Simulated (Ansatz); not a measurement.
The input, for Ansatz 0.2.0:

```yaml
crystal:
  periodic: [false, false, false]
  atoms:
    - {symbol: B, position_ang: [0.000000, 0.067179, 0.786747]}
    - {symbol: C, position_ang: [0.000000, -0.105017, -0.585444]}
    - {symbol: H, position_ang: [0.000000, 0.530839, -1.462318]}
basis:
  gaussian: {orbitals: cc-pVDZ}
magnetization: {spin_polarized: true, initial_magnetization: 0}
correlation: {method: bccd_t, electrons: outside_noble_gas}
```

```sh
$ ansatz run in.yaml --threads 1 --pin off --events-out ev --progress --plain --max-ram 1536MiB
```

The program prints:

```
310 factors; integrals over basis functions are off by at most 1.1e-3 eV
mean field evaluation 1: about -1707.4905 eV, gradient 1.9e1 eV
mean field evaluation 2: about -1707.4925 eV, gradient 1.9e1 eV
mean field evaluation 4: about -1710.3679 eV, gradient 2.4e0 eV
mean field evaluation 8: about -1710.6718 eV, gradient 3.2e-1 eV
mean field evaluation 16: about -1710.6825 eV, gradient 1.2e-3 eV
mean field evaluation 32: about -1712.3843 eV, gradient 2.6e0 eV
mean field evaluation 64: about -1712.4094 eV, gradient 4.7e0 eV
mean field evaluation 96: about -1710.5123 eV, gradient 1.5e0 eV
mean field evaluation 128: about -1709.0096 eV, gradient 1.0e1 eV
mean field evaluation 160: about -1712.8675 eV, gradient 6.7e-1 eV
...
cycle  10  -4.83864262 eV  change   -2.1e-4 eV  update   3.2e-4
cycle  11  -4.83859645 eV  change    4.6e-5 eV  update   2.0e-4
cycle  12  -4.83857337 eV  change    2.3e-5 eV  update   1.1e-4
cycle  13  -4.83862775 eV  change   -5.4e-5 eV  update   6.2e-5
cycle  14  -4.83864438 eV  change   -1.7e-5 eV  update   3.6e-5
cycle  15  -4.83864996 eV  change   -5.6e-6 eV  update   2.7e-5
cycle  16  -4.83865141 eV  change   -1.4e-6 eV  update   1.9e-5
cycle  17  -4.83866328 eV  change   -1.2e-5 eV  update   1.4e-5
cycle  18  -4.83867835 eV  change   -1.5e-5 eV  update   8.8e-6
cycle  19  -4.83868788 eV  change   -9.5e-6 eV  update   4.6e-6
perturbative correction -0.25201496 eV, -0.0092613790 hartree
WARN: in the space of 8 natural orbitals, full CI finds another state of this spin 0.113 eV below this run's state, or below the method's energy where it doesn't find this run's state
WARN: the results are in doubt because among natural orbitals full CI differs from the method by +0.369 eV
Total energy: -1717.99401553 eV, -63.1351155727 hartree
In doubt: among natural orbitals full CI differs from the method by +0.369 eV
```

Ran on 1 thread of Intel Xeon, shared host: 6.5 s wall, 0.13 GiB peak host memory.
